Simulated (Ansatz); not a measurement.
# Scan of [Br···H···Si], triplet

Starting geometry:

```xyz
3

Br    0.0000    0.0000   -1.5692
H     0.0000    0.0000   -0.1486
Si    0.0000    0.0000    1.7178
```

From there H2 is moved from one fragment to the other while all else, the fragments' distance too, stays fixed; atoms are numbered as listed. Energies are in kJ/mol, counted from the starting geometry at the same level. Kohn–Sham curves are unrestricted where that lies lower.

Basis cc-pVTZ; Ansatz 0.2.0. Correlated methods freeze the noble-gas cores and the filled d shells of p-block atoms. R marks a restricted (for open shells ROHF) determinant, U an unrestricted one. No spin–orbit coupling is included, and no scalar relativity.

A value is left out where its run failed or describes another state than the reference as far as symmetry and spin tell, or, spin-broken singlets apart, can't be checked.

Functionals correlate the shells that the reference freezes, so part of their error here is the reference's.

Full CI isn't at hand for all of this; UCCSDT(Q) serves as the reference, and is uncertain by about the last step of the cluster series.

```
distance Br1-H2 (Å)  UCCSDT(Q)    PBE  B97M-V  B3LYP  wB97M-V  B2PLYP  RPA-PBE
              1.421        0.0    0.0     0.0    0.0      0.0     0.0      0.0
              1.482       -3.0   -8.2    -7.3   -6.8     -4.0    -5.0     -2.9
              1.603        1.2  -11.1   -10.7   -9.2     -1.8    -4.2      0.8
              1.725       12.9   -1.8    -4.2   -2.2      7.7     5.1     11.1
              1.847       35.7   22.6    15.8   17.9     28.4       –     31.9
```
